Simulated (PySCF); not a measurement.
NO2, SMILES [O]N=O (connectivity only; charge and spin as stated), charge -1, multiplicity 1. Atoms are numbered in the order given.

```xyz
3

O      0.0000     1.0684    -0.2003
N      0.0000     0.0000     0.4579
O      0.0000    -1.0684    -0.2003
```
Charge -1, spin multiplicity 1.

Coordinates come from a B3LYP-D3(BJ)/def2-TZVPD optimisation. The spin state was assumed, not searched. The isomer is the one that the SMILES or the coordinates give; other isomers of the formula were not compared.

Method: PySCF with HF/pcSseg-2.

GIAO shieldings, no solvent; atoms alike by connectivity are averaged. δ = σ(ref) − σ: ¹⁷O against H2O (σ = 326.0 ppm); ¹⁵N against NH3 (σ = 262.2 ppm), references at their B3LYP-D3(BJ)/def2-TZVP geometries, non-relativistic.

| nucleus | atoms | count | δ (ppm) |
|---|---|---|---|
| ¹⁷O | O1, O3 | 2 | 831.1 |
| ¹⁵N | N2 | 1 | 899.6 |
